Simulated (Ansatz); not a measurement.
# Relaxing PtBr

The calculation used Ansatz 0.2.0, DFT PBE, scalar-relativistic, plane waves, PAW. Cutoff 420 eV, Γ-centred k mesh, Gaussian smearing, no spin polarisation in the final step.

The start puts PtBr on the CuAu (L1_0) structure type (P4/mmm, No. 123), with Pt in place of Cu, Br in place of Au, at a guessed volume.

```
Pt Br
1.0
     3.29649    0.00000    0.00000
     0.00000    3.29649    0.00000
     0.00000    0.00000    4.32076
Pt Br
1 1
Direct
  0.50000 0.50000 0.50000
  0.00000 0.00000 0.00000
```

Cell and atoms relax at zero pressure; the relaxation can't lower the symmetry of the start. After a coarse first stage the cell is made exact in the group found at 0.06 Å.

Formation energies are uncorrected and refer to the elements' standard structures at the same level.

(1) Which crystal results?

(2) What are its volume, energy, density and gap?

Results:

(1) It ends in Pm-3m (No. 221). The result has the caesium chloride structure. Conventional cell: a = 3.367 Å. Pt has 8 Br at 2.92 Å and 6 Pt at 3.37 Å; Br has 8 Pt at 2.92 Å and 6 Br at 3.37 Å.

```cif
data_structure
_symmetry_space_group_name_H-M 'Pm-3m'
_symmetry_Int_Tables_number 221
_cell_length_a 3.3671
_cell_length_b 3.3671
_cell_length_c 3.3671
_cell_angle_alpha 90.000
_cell_angle_beta 90.000
_cell_angle_gamma 90.000
_cell_volume 38.17
loop_
_atom_site_label
_atom_site_type_symbol
_atom_site_symmetry_multiplicity
_atom_site_Wyckoff_symbol
_atom_site_fract_x
_atom_site_fract_y
_atom_site_fract_z
_atom_site_occupancy
Pt1 Pt 1 b 0.50000 0.50000 0.50000 1
Br1 Br 1 a 0.00000 0.00000 0.00000 1
```

(2) The volume per atom is 19.09 Å³, the density is 11.96 g/cm³ and the energy over the elements is 0.87 eV/atom. The gap on the 16×16×16 mesh is 0 eV (a metal).

The final run used a 16×16×16 mesh on its 2-atom cell and 0.10 eV smearing. For metals, differences of a few meV/atom aren't resolved. Spin–orbit coupling is left out. A structure relaxed within its symmetry needn't be a true minimum.

Cost: 4 runs of about 2 core-minutes in all, on Arm Neoverse V1 (shared hosts).